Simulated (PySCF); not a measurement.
**butadiene radical anion: computed EPR parameters against published values**

What was measured: a(1H mean of H5, H6, H9, H10) -7.62 G [1]; a(1H H7/H8) -2.79 G [1]. Sources and the comparison follow the method.

Species: butadiene radical anion, C4H6 (charge -1 and doublet state).
Z-matrix (Å and degrees, PBE0-D3(BJ)/def2-SVP geometry), rows numbered from 1:
```
C 
C   1  1.4025
C   2  1.4074  1  128.92
C   3  1.4026  2  128.95  1  -179.99
H   1  1.0973  2  121.43  3    -0.03
H   1  1.0947  2  121.43  3  -179.94
H   2  1.1041  1  116.07  3   179.99
H   3  1.1041  2  115.00  1    -0.01
H   4  1.0947  3  121.44  2   179.98
H   4  1.0973  3  121.44  2    -0.01
```

The hyperfine couplings belong to this conformer and change with its torsions.

The species is butadiene radical anion, `C=CC=C` [SMILES of the parent framework; charge -1 and doublet state].

Method: PySCF, UKS B3LYP, IGLO-III on C, pcH-1 on H, non-relativistic, mean-field spin-orbit, GIAO. Whether the extra electron is bound in the gas phase wasn't checked; a finite basis holds it in any case. No stability test was run, so a lower SCF solution isn't excluded. No frequencies were computed at this geometry's level, so the symmetric structure isn't shown to be a minimum.

| nucleus | computed a_iso (MHz) | published | in MHz | difference of magnitudes (MHz) | source |
| --- | --- | --- | --- | --- | --- |
| 1H mean of H5, H6, H9, H10 | -26.7 | -7.62 G | -21.4 | +5.3 | [1] |
| 1H H7/H8 | -7.6 | -2.79 G | -7.8 | -0.2 | [1] |

Values published in field units are turned into MHz with the computed g_iso.

Sources: [1] measured, solution or matrix (EPR); Pople, Beveridge, Approximate Molecular Orbital Theory, McGraw-Hill 1970 (compilation of measured values).

In relative terms the largest miss is 1H mean of H5, H6, H9, H10, by 25 %. The measured numbers hold vibrational averaging and, outside the gas phase, effects of the matrix or solvent; the computed ones belong to one rigid, isolated geometry and carry the errors of functional and basis. An EPR spectrum gives magnitudes, so published signs often rest on theory.

The largest Mulliken spin populations are on C1 (+0.49), C4 (+0.49), C3 (+0.07) and C2 (+0.07).

⟨S²⟩ = 0.7593 against the exact 0.7500, so spin contamination is small.
